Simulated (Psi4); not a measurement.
# AlNH3Cl (SMILES [NH2][AlH][Cl]): a chain of runs

Aim: a structure relaxation (singlet AlNH3Cl, BLYP/pcseg-1), then the energy (doublet AlNH3Cl+, UBLYP/pcseg-1), then the energy (doublet AlNH3Cl+, UBLYP/pcseg-1), then a geometry optimisation (doublet AlNH3Cl+, UBLYP/pcseg-1), then a geometry optimisation (doublet AlNH3Cl+, UBLYP/pcseg-1), then a single-point energy (singlet AlNH3Cl, BLYP/pcseg-1) of AlClH3N. 

Program for the calculation: Psi4 1.11.

**1. The system as given**

The species is AlNH3Cl (6 atoms), meant as a singlet with charge 0. As SMILES, `[NH2][AlH][Cl]`. Geometry: relaxed at PBE0-D4/def2-TZVP. The run starts from this shape.

Bond lengths: N1–Al2 1.756 Å, Al2–Cl3 2.098 Å, N1–H4 1.007 Å, N1–H5 1.007 Å, Al2–H6 1.570 Å. Angles: N1–Al2–Cl3 117.5°, N1–Al2–H6 121.9°, Cl3–Al2–H6 120.6°, Al2–N1–H4 124.3°, Al2–N1–H5 125.0°, H4–N1–H5 110.7°.

**2. A structure relaxation at BLYP/pcseg-1 (density fitting) (run 1)**

File calc.in:

```
memory 1600 mb

molecule {
  0 1
  N
  Al 1 1.755958
  Cl 2 2.098435 1 117.52503
  H 1 1.007114 2 124.3232 3 179.99861
  H 1 1.007038 4 110.66635 2 179.98814
  H 2 1.570356 1 121.85159 5 -179.99417
  units angstrom
}

set {
  basis pcseg-1
}

opt('blyp')
print_variables()
```

On the command line:

```bash
psi4 -n 1 calc.in calc.out
```

calc.out:

```text
[...]
  Running in c1 symmetry.
[...]
  Nuclear repulsion =  128.961915444554307
[...]
  Multiplicity = 1
[...]
  Nalpha       = 20
  Nbeta        = 20
[...]
    Number of basis functions: 65
[...]
   @DF-RKS iter   1:  -758.73691658517407    3.65887e-02   1.60347e-02 DIIS/ADIIS
[...]
   @DF-RKS iter   7:  -759.23688759852246   -3.41061e-13   1.58766e-09 DIIS
[...]
    Orbital Energies [Eh]
    ---------------------
    Doubly Occupied:
       1A   -100.688198     2A    -55.455626     3A    -13.997337
       4A     -9.143980     5A     -6.976816     6A     -6.972394
       7A     -6.971626     8A     -3.958868     9A     -2.574570
      10A     -2.570187    11A     -2.567075    12A     -0.753622
      13A     -0.718671    14A     -0.432768    15A     -0.402737
      16A     -0.334674    17A     -0.299030    18A     -0.282139
      19A     -0.268958    20A     -0.228935
[...]
  @DF-RKS Final Energy:  -759.23688759852246
   => Energetics <=
    Nuclear Repulsion Energy =            126.9005683075034909
    One-Electron Energy =               -1301.8790912793808729
    Two-Electron Energy =                 470.6853033377484508
    DFT Exchange-Correlation Energy =     -54.9436679643935904
    Empirical Dispersion Energy =           0.0000000000000000
    VV10 Nonlocal Energy =                  0.0000000000000000
    Total Energy =                       -759.2368875985224577
[...]
 Multipole Moments:
 ------------------------------------------------------------------------------------
     Multipole            Electronic (a.u.)      Nuclear  (a.u.)        Total (a.u.)
 ------------------------------------------------------------------------------------
 L = 1.  Multiply by 2.5417464519 to convert [e a0] to [Debye]
 Dipole X            :         -0.0000092           -0.0000245           -0.0000336
 Dipole Y            :         -3.2127722            3.7963507            0.5835785
 Dipole Z            :          3.7796122           -4.6385123           -0.8589001
 Magnitude           :                                                    1.0383994
[...]
  -Total Gradient:
     Atom            X                  Y                   Z
    ------   -----------------  -----------------  -----------------
       1        0.000000636295     0.000100725154    -0.000026912225
       2       -0.000000457393    -0.000062298033    -0.000009405613
       3        0.000000097192    -0.000003330478    -0.000005218534
       4       -0.000000167733    -0.000051157977    -0.000033743877
       5       -0.000000229590    -0.000021614431     0.000007985305
       6        0.000000112052    -0.000000624441    -0.000027533909
[...]
```

The script printed:

```text
Optimizer: Optimization complete!
```

Run time: 17 s. Hardware: 1 thread of Intel Xeon at 2.60GHz (Ice Lake), shared host; peak memory 0.47 GiB.

Step by step:

| step | energy from the first frame kept (eV) | largest force (eV/Å) |
| --- | --- | --- |
| 0 | 0.0000 | 0.7195 |
| 1 | -0.0300 | 0.1978 |
| 2 | -0.0312 | 0.0695 |
| 3 | -0.0313 | 0.0175 |
| 4 | -0.0314 | 0.0054 |

After the run. Bond lengths: N1–Al2 1.782 Å, Al2–Cl3 2.136 Å, N1–H4 1.023 Å, N1–H5 1.023 Å, Al2–H6 1.577 Å. Angles: N1–Al2–Cl3 117.6°, N1–Al2–H6 121.6°, Cl3–Al2–H6 120.8°, Al2–N1–H4 124.3°, Al2–N1–H5 125.6°, H4–N1–H5 110.1°.

**3. The doublet cation: a single-point energy at UBLYP/pcseg-1 (density fitting) (run 2)**

File calc.dat:

```
memory 1600 mb

molecule geom {
  1 2
  N     -0.652249     0.268800    -0.736183
  Al     0.473000    -0.060747     0.605956
  Cl     1.427489    -1.970707     0.652163
  H     -1.163720     1.146773    -0.858382
  H     -0.883456    -0.380661    -1.492350
  H      0.760913     1.012456     1.724777
  units angstrom
  symmetry c1
}

set basis pcseg-1
set reference uks

energy('blyp')
print_variables()
```

On the command line:

```bash
psi4 -i calc.dat -o calc.out -n 1
```

calc.out:

```text
Psi4 1.11 release

   => Loading Basis Set <=

    Name: PCSEG-1
    Role: ORBITAL
    Keyword: BASIS

         ---------------------------------------------------------
                                   SCF
                              UKS Reference
                        1 Threads,   1525 MiB Core
         ---------------------------------------------------------

  ==> Geometry <==

    Molecular point group: c1
    Full point group: C1

    Geometry (in Angstrom), charge = 1, multiplicity = 2:

[... 142 lines left out ...]
                           Total Energy        Delta E     RMS |[F,P]|
[... 4 lines left out ...]
   @DF-UKS iter   3:  -758.71870065530879   -3.08571e+00   4.21171e-03 DIIS/ADIIS
[... 3 lines left out ...]
   @DF-UKS iter   7:  -758.85712789547347   -4.71232e-05   2.23490e-03 DIIS/ADIIS
[... 4 lines left out ...]
   @DF-UKS iter  92:  -758.87502268609444   -9.77374e-02   7.28946e-04 DIIS/ADIIS
[... 3 lines left out ...]
   @DF-UKS iter  96:  -758.77441172417741    4.27479e-02   4.81206e-03 DIIS/ADIIS
[... 3 lines left out ...]
   @DF-UKS iter 100:  -758.77779959476652   -4.79567e-05   4.70275e-03 DIIS/ADIIS
[... 1 line left out ...]
PsiException: Could not converge SCF iterations in 100 iterations.

  Failed to converge.

psi4.driver.p4util.exceptions.SCFConvergenceError: Could not converge SCF iterations in 100 iterations.

Printing out the relevant lines from the Psithon --> Python processed input file:
      symmetry c1
    ""","geom")
    core.IO.set_default_namespace("geom")
    core.set_global_option("BASIS", "pcseg-1")
    core.set_global_option("REFERENCE", "uks")
--> energy('blyp')
    print_variables()

!-------------------------------------------------------!
!                                                       !
!  Could not converge SCF iterations in 100 iterations. !
!                                                       !
!-------------------------------------------------------!

    Psi4 run time: 0:00:32.38
```

It took 34 s on 1 thread of Intel Xeon at 2.60GHz (Ice Lake), shared host; peak memory 0.41 GiB.

No converged result was reached.

**4. The doublet cation: a single-point energy at UBLYP/pcseg-1 (density fitting) (run 3)**

calc.dat: that of step 3 with these lines changed.

```diff
@@ -16,2 +16,6 @@
 set reference uks
+set level_shift 0.3
+set level_shift_cutoff 1e-09
+set d_convergence 1e-06
+set maxiter 150
```

On the command line:

```bash
psi4 -i calc.dat -o calc.out -n 1
```

calc.out:

```text
[...]
  Running in c1 symmetry.
[...]
  Nuclear repulsion =  126.900561617124751
[...]
  Multiplicity = 2
[...]
  Nalpha       = 20
  Nbeta        = 19
[...]
    Number of basis functions: 65
[...]
   @DF-UKS iter   1:  -758.33834415209947    3.98555e-01   1.55313e-02 ADIIS/DIIS/SHIFT
[...]
   @DF-UKS iter 116:  -758.87684939544226   -1.76260e-09   8.95201e-07 DIIS/SHIFT
[...]
   @S^2 Observed:                7.545647512E-01
[...]
    Orbital Energies [Eh]
    ---------------------
    Alpha Occupied:
       1A   -100.930293     2A    -55.692386     3A    -14.317231
       4A     -9.385048     5A     -7.218832     6A     -7.216381
       7A     -7.210331     8A     -4.195905     9A     -2.811753
      10A     -2.807380    11A     -2.803461    12A     -1.060862
      13A     -0.955273    14A     -0.717050    15A     -0.676782
      16A     -0.569891    17A     -0.556440    18A     -0.516894
      19A     -0.508604    20A     -0.484767
    Alpha Virtual:
      21A      0.040333    22A      0.055758    23A      0.108520
      24A      0.157806    25A      0.163688    26A      0.206511
[...]
  @DF-UKS Final Energy:  -758.87684939544226
   => Energetics <=
    Nuclear Repulsion Energy =            126.9005616171247510
    One-Electron Energy =               -1291.9536408031281098
    Two-Electron Energy =                 460.8231456255410308
    DFT Exchange-Correlation Energy =     -54.6469158349799713
    Empirical Dispersion Energy =           0.0000000000000000
    VV10 Nonlocal Energy =                  0.0000000000000000
    Total Energy =                       -758.8768493954422638
[...]
 Multipole Moments:
 ------------------------------------------------------------------------------------
     Multipole            Electronic (a.u.)      Nuclear  (a.u.)        Total (a.u.)
 ------------------------------------------------------------------------------------
 L = 1.  Multiply by 2.5417464519 to convert [e a0] to [Debye]
 Dipole X            :          2.0783716           -3.5889017           -1.5105301
 Dipole Y            :         -2.8799971            4.3224889            1.4424918
 Dipole Z            :          0.9573707           -2.0890088           -1.1316380
 Magnitude           :                                                    2.3755186
[...]
```

Run time: 38 s. Hardware: 1 thread of Intel Xeon at 2.60GHz (Ice Lake), shared host; peak memory 0.41 GiB.

**5. The doublet cation: a structure relaxation at UBLYP/pcseg-1 (density fitting) (run 4)**

File job.py:

```python
import psi4

psi4.set_memory(1600000000)
psi4.set_num_threads(1)
psi4.core.set_output_file('psi4.out', False)

m = psi4.geometry("""
1 2
N     -0.652249     0.268800    -0.736183
Al     0.473000    -0.060747     0.605956
Cl     1.427489    -1.970707     0.652163
H     -1.163720     1.146773    -0.858382
H     -0.883456    -0.380661    -1.492350
H      0.760913     1.012456     1.724777
symmetry c1
""")

psi4.set_options(dict(basis='pcseg-1', reference='uks'))

e_tot, wfn = psi4.optimize("blyp", return_wfn=True)
print('E =', round(e_tot, 9))
print(m.to_string(dtype='xyz', units='Angstrom'))
```

On the command line:

```bash
python job.py
```

psi4.out:

```text
gradient() will perform analytic gradient computation.

   => Loading Basis Set <=

    Name: PCSEG-1
    Role: ORBITAL
    Keyword: BASIS

         ---------------------------------------------------------
                                   SCF
                              UKS Reference
                        1 Threads,   1525 MiB Core
         ---------------------------------------------------------

  ==> Geometry <==

    Molecular point group: c1
    Full point group: C1

    Geometry (in Angstrom), charge = 1, multiplicity = 2:

[... 142 lines left out ...]
                           Total Energy        Delta E     RMS |[F,P]|
[... 4 lines left out ...]
   @DF-UKS iter   3:  -758.71870065530879   -3.08571e+00   4.21171e-03 DIIS/ADIIS
[... 3 lines left out ...]
   @DF-UKS iter   7:  -758.85712789547347   -4.71232e-05   2.23490e-03 DIIS/ADIIS
[... 4 lines left out ...]
   @DF-UKS iter  92:  -758.87502268609444   -9.77374e-02   7.28946e-04 DIIS/ADIIS
[... 3 lines left out ...]
   @DF-UKS iter  96:  -758.77441172417741    4.27479e-02   4.81206e-03 DIIS/ADIIS
[... 3 lines left out ...]
   @DF-UKS iter 100:  -758.77779959476652   -4.79567e-05   4.70275e-03 DIIS/ADIIS
[... 1 line left out ...]
PsiException: Could not converge SCF iterations in 100 iterations.

  Failed to converge.
```

Standard output:

```text
Some dependencies such as QCElemental have not yet finished migration to pydantic v2. If issues are encountered please downgrade pydantic or upgrade QCElemental as appropriate
Traceback (most recent call last):
  File "job.py", line 20, in <module>
    e_tot, wfn = psi4.optimize("blyp", return_wfn=True)
psi4.driver.p4util.exceptions.SCFConvergenceError: Could not converge SCF iterations in 100 iterations.
```

It took 34 s on 1 thread of Intel Xeon at 2.60GHz (Ice Lake), shared host; peak memory 0.43 GiB.

The run stopped without converging.

**6. The doublet cation: a structure relaxation at UBLYP/pcseg-1 (density fitting) (run 5)**

job.py: that of step 5 with these lines changed.

```diff
@@ -17,3 +17,3 @@
 
-psi4.set_options(dict(basis='pcseg-1', reference='uks'))
+psi4.set_options(dict(basis='pcseg-1', reference='uks', level_shift=0.3, level_shift_cutoff=1e-09, d_convergence=1e-06, maxiter=150))
```

On the command line:

```bash
python job.py
```

psi4.out:

```text
[...]
  Running in c1 symmetry.
[...]
  Nuclear repulsion =  126.900561617124751
[...]
  Multiplicity = 2
[...]
  Nalpha       = 20
  Nbeta        = 19
[...]
    Number of basis functions: 65
[...]
   @DF-UKS iter   1:  -758.33834415209947    3.98555e-01   1.55313e-02 DIIS/ADIIS/SHIFT
[...]
   @DF-UKS iter   2:  -758.88681817528368   -3.91287e-09   4.85188e-07 DIIS/SHIFT
[...]
   @S^2 Observed:                7.539546174E-01
[...]
  @DF-UKS Final Energy:  -758.88681817528368
   => Energetics <=
    Nuclear Repulsion Energy =            125.7863226783846358
    One-Electron Energy =               -1289.9909169033687704
    Two-Electron Energy =                 459.9284403530981535
    DFT Exchange-Correlation Energy =     -54.6106643033975701
    Empirical Dispersion Energy =           0.0000000000000000
    VV10 Nonlocal Energy =                  0.0000000000000000
    Total Energy =                       -758.8868181752836790
[...]
 Multipole Moments:
 ------------------------------------------------------------------------------------
     Multipole            Electronic (a.u.)      Nuclear  (a.u.)        Total (a.u.)
 ------------------------------------------------------------------------------------
 L = 1.  Multiply by 2.5417464519 to convert [e a0] to [Debye]
 Dipole X            :          2.0916608           -3.5684825           -1.4768217
 Dipole Y            :         -2.5933747            4.3462585            1.7528838
 Dipole Z            :          1.1678263           -2.0450370           -0.8772107
 Magnitude           :                                                    2.4542010
[...]
  -Total Gradient:
     Atom            X                  Y                   Z
    ------   -----------------  -----------------  -----------------
       1        0.000051233997    -0.000038687033     0.000046772914
       2       -0.000052653856     0.000136185698     0.000017397075
       3        0.000044855939    -0.000001242527     0.000060378860
       4        0.000021773693    -0.000002346864     0.000026406829
       5        0.000047462132    -0.000018129228     0.000055056603
       6       -0.000003665038     0.000056783155     0.000033999571
[...]
```

On the terminal:

```text
Some dependencies such as QCElemental have not yet finished migration to pydantic v2. If issues are encountered please downgrade pydantic or upgrade QCElemental as appropriate
	Previous geometry is closer to target in internal coordinates, so using that one.

	Best geometry has RMS(Delta(q)) = 4.87e-09

	Previous geometry is closer to target in internal coordinates, so using that one.

	Best geometry has RMS(Delta(q)) = 4.70e-11

Optimizer: Optimization complete!
E = -758.886818175
6
1 2 AlClH3N
N                    -1.293977399422     1.083630591483    -1.071424915823
Al                   -0.069072795265     0.784318309859     0.429301062685
Cl                    0.664549789277    -1.162464659958     0.144462997118
H                    -1.842640399034     1.948329912688    -1.253640680841
H                    -1.491694895669     0.384100045496    -1.815003623106
H                     0.104417396249     1.947858029242     1.449646968721
```

It took 89 s on 1 thread of Intel Xeon at 2.60GHz (Ice Lake), shared host; peak memory 0.47 GiB.

The path in brief:

| step | energy from the first frame kept (eV) | largest force (eV/Å) |
| --- | --- | --- |
| 0 | 0.0000 | 2.9427 |
| 1 | -0.1767 | 1.2735 |
| 2 | -0.2422 | 0.5356 |
| 3 | -0.2640 | 0.2080 |
| 4 | -0.2700 | 0.0726 |
| 5 | -0.2711 | 0.0403 |
| 6 | -0.2713 | 0.0099 |
| 7 | -0.2713 | 0.0076 |

After the run. Bond lengths: N1–Al2 1.960 Å, Al2–Cl3 2.100 Å, N1–H4 1.040 Å, N1–H5 1.040 Å, Al2–H6 1.557 Å. Angles: N1–Al2–Cl3 104.8°, N1–Al2–H6 117.2°, Cl3–Al2–H6 138.0°, Al2–N1–H4 126.2°, Al2–N1–H5 124.3°, H4–N1–H5 109.5°.

**7. A single-point energy at BLYP/pcseg-1 (density fitting) (run 6)**

File job.inp:

```
memory 1600 mb

molecule geom {
  0 1
  N     -0.632391     0.260657    -0.714164
  Al     0.592514    -0.038655     0.786562
  Cl     1.326137    -1.985438     0.501723
  H     -1.181054     1.125357    -0.896380
  H     -0.830108    -0.438873    -1.457743
  H      0.766004     1.124885     1.806907
  units angstrom
}

set basis pcseg-1
set reference rks

E, wfn = energy('blyp', return_wfn=True)
```

On the command line:

```bash
psi4 job.inp job.out -n 1
```

job.out:

```text
[...]
  Running in c1 symmetry.
[...]
  Nuclear repulsion =  125.786310968847133
[...]
  Multiplicity = 1
[...]
  Nalpha       = 20
  Nbeta        = 20
[...]
    Number of basis functions: 65
[...]
   @DF-RKS iter   1:  -758.73942532043486   -6.38464e-02   1.55534e-02 ADIIS/DIIS
[...]
   @DF-RKS iter   9:  -759.22122522667644   -1.24779e-07   8.42544e-07 DIIS
[...]
    Orbital Energies [Eh]
    ---------------------
    Doubly Occupied:
       1A   -100.694987     2A    -55.471971     3A    -13.986278
       4A     -9.151321     5A     -6.984264     6A     -6.979581
       7A     -6.978835     8A     -3.971454     9A     -2.587453
      10A     -2.582834    11A     -2.579845    12A     -0.731325
      13A     -0.717624    14A     -0.403145    15A     -0.393072
      16A     -0.324280    17A     -0.310616    18A     -0.289711
      19A     -0.275652    20A     -0.199616
[...]
  @DF-RKS Final Energy:  -759.22122522667644
   => Energetics <=
    Nuclear Repulsion Energy =            125.7863109688471326
    One-Electron Energy =               -1299.6226084802681271
    Two-Electron Energy =                 469.5081273957613348
    DFT Exchange-Correlation Energy =     -54.8930551110168068
    Empirical Dispersion Energy =           0.0000000000000000
    VV10 Nonlocal Energy =                  0.0000000000000000
    Total Energy =                       -759.2212252266764381
[...]
 Multipole Moments:
 ------------------------------------------------------------------------------------
     Multipole            Electronic (a.u.)      Nuclear  (a.u.)        Total (a.u.)
 ------------------------------------------------------------------------------------
 L = 1.  Multiply by 2.5417464519 to convert [e a0] to [Debye]
 Dipole X            :          3.3035605           -3.5684834           -0.2649229
 Dipole Y            :         -3.7535433            4.3462594            0.5927161
 Dipole Z            :          2.0740518           -2.0450371            0.0290147
 Magnitude           :                                                    0.6498757
[...]
```

Wall time 3.9 s (1 thread of Intel Xeon at 2.60GHz (Ice Lake), shared host); peak memory 0.42 GiB.

**8. Results**

| quantity | value |
| --- | --- |
| run 1, BLYP/pcseg-1: total energy at the end | -759.23689 Eh |
| run 1, BLYP/pcseg-1: dipole moment | 2.64 D |
| run 1, BLYP/pcseg-1: HOMO energy | -6.23 eV |
| run 1, BLYP/pcseg-1: LUMO energy | -1.22 eV |
| run 1, BLYP/pcseg-1: HOMO–LUMO gap | 5.01 eV |
| doublet cation, run 3: total energy | -758.87685 Eh |
| doublet cation, run 3: HOMO energy (highest over α and β) | -13.11 eV |
| doublet cation, run 3: ⟨S²⟩ | 0.755 |
| doublet cation, run 5: total energy at the end | -758.88682 Eh |
| doublet cation, run 5: HOMO energy (highest over α and β) | -13.07 eV |
| doublet cation, run 5: ⟨S²⟩ | 0.754 |
| run 6, BLYP/pcseg-1: total energy | -759.22123 Eh |
| run 6, BLYP/pcseg-1: dipole moment | 1.65 D |
| run 6, BLYP/pcseg-1: HOMO energy | -5.43 eV |
| run 6, BLYP/pcseg-1: LUMO energy | -1.51 eV |
| run 6, BLYP/pcseg-1: HOMO–LUMO gap | 3.92 eV |
| doublet cation, run 2 | no result (not converged) |
| doublet cation, run 4 | no result (not converged) |
| adiabatic ionisation energy (to the doublet cation, no zero-point term) | 9.526 eV |

**Reading.** The adiabatic ionisation energy (to the doublet cation, no zero-point term) is 9.53 eV (919 kJ/mol). The optimisation (run 1, BLYP/pcseg-1) took 5 steps and changed the energy by -0.031 eV. The optimisation (doublet cation, run 5) took 8 steps and changed the energy by -0.271 eV. 2 of the 6 runs did not end normally.
